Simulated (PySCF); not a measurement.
HN2, SMILES N#[NH+], charge +1. Atoms are numbered in the order given.

```xyz
3

N      0.0000     0.0000    -0.6474
N      0.0000     0.0000     0.4369
H      0.0000     0.0000     1.4735
```
Charge +1, spin multiplicity 1.

Coordinates come from a PBE0-D3(BJ)/def2-TZVPD optimisation. The isomer is the one that the SMILES or the coordinates give; other isomers of the formula were not compared.

The numbers are results of PySCF with CAM-B3LYP/def2-TZVPD, not measurements.

Gas-phase values at a fixed geometry.

```yaml
total_energy: -109.72164 hartree
point_group: C∞v
highest_occupied_level: -23.91 eV
lowest_empty_level: -8.78 eV
orbital_gap: 15.13 eV
dipole_moment_about_the_centre_of_nuclear_charge: 3.15 D
mean_static_polarisability: 9.9 bohr³ (1.46 Å³)
polarisability_principal_values: 7.8, 7.8, 14.0 bohr³
```
